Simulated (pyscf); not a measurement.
Structures and frequencies: ωB97X-D3(BJ)/def2-SVP in PySCF.

Estimate the classical barrier height and the reaction energy of H₂N–NH₂ + silane (SiH₄) → H₂N–NH–SiH₃ + hydrogen (H₂) at PBE0-D3(BJ)/def2-TZVP. The step runs on the singlet surface, breaks H–N, H–Si and forms N–Si, H–H; take the separated reactants as zero.

ΔE‡ = 153.1 kJ/mol, ΔE = -16.7 kJ/mol. ωB97M-D3(BJ)/def2-TZVP gives 166.6 kJ/mol and -18.6 kJ/mol. Zero-point energy shifts the barrier by -4.9 kJ/mol. It is a four-centre exchange, with an imaginary mode of 1440i cm⁻¹. At the saddle there is also a short H–Si contact that neither side keeps. H₂N–NH–SiH₃ lies 240.0 kJ/mol over its isomer H₂N–SiH₂–NH₂ (electronic energy, ωB97M-D3(BJ)/def2-TZVP). One saddle was located; it need not be the lowest between these sides.
